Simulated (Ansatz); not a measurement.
**Relative stability**

Two relaxed structures of CH$_{3}$AlN, doublet (PBE0-D4/def2-TZVP; forces vanish, vibrations not checked).

A:

```csv
atom,x (Å),y (Å),z (Å)
C1,-0.7146,-0.1500,-0.7350
N2,0.2764,0.0627,-0.0857
Al3,1.6535,0.5431,0.9387
H4,-0.9556,-0.9786,-1.4196
H5,2.7438,1.4560,0.2596
H6,1.6478,-0.0027,2.4169
```

B:

```
atom    x (Å)    y (Å)    z (Å)
  C1  -0.8599  -0.1711  -0.7581
  N2   0.1458   0.1097  -0.0781
 Al3   1.6122   0.5888   0.7425
  H4  -0.9167  -1.0760  -1.3817
  H5  -1.7581   0.4643  -0.7735
  H6   1.7767   0.0844   2.2489
```

Computed with Ansatz 0.2.0 (basis: def2-TZVPP); correlated methods freeze the cores; orbitals are unrestricted. B3LYP uses VWN-RPA correlation.

(1) Which structure is lower at CCSD(T), and by how much? (An estimate is asked for; the value comes from the calculation.)

The T1 diagnostic stays at or below 0.027. ⟨S²⟩ of the unrestricted Hartree–Fock references: 0.78 to 0.80 (a pure state has 0.75). The unrestricted reference is spin-contaminated, which hurts MP2 most.

## Answers

(1) The calculation gives: B, by 5.70 kcal/mol (electronic energy, against the other). By their contacts, A is CH₃AlN ([CH][N][AlH2]) and B is CH₃AlN ([CH2][N][AlH]).

All methods give the same order:

```
   method  E(B) − E(A) (kcal/mol)
   PBE-D4                   -7.39
r2SCAN-D4                   -6.28
  PBE0-D4                   -7.87
 B3LYP-D4                   -5.02
  wB97M-V                   -3.71
       HF                   -5.50
      MP2                   -6.18
     CCSD                   -5.68
  CCSD(T)                   -5.70
```

Labels in which every atom is bracketed show which atoms are joined, not bond orders.

For scale, one of the runs: CCSD(T)/def2-TZVPP, 146 basis functions, launched by `ansatz run in.yaml --threads 2 --pin off --events-out ev --progress --plain --max-ram 4352MiB`. Hardware: 2 CPU threads of an Intel Xeon Platinum 8259CL, shared host. Wall time 36 s; peak host memory 2 GiB.
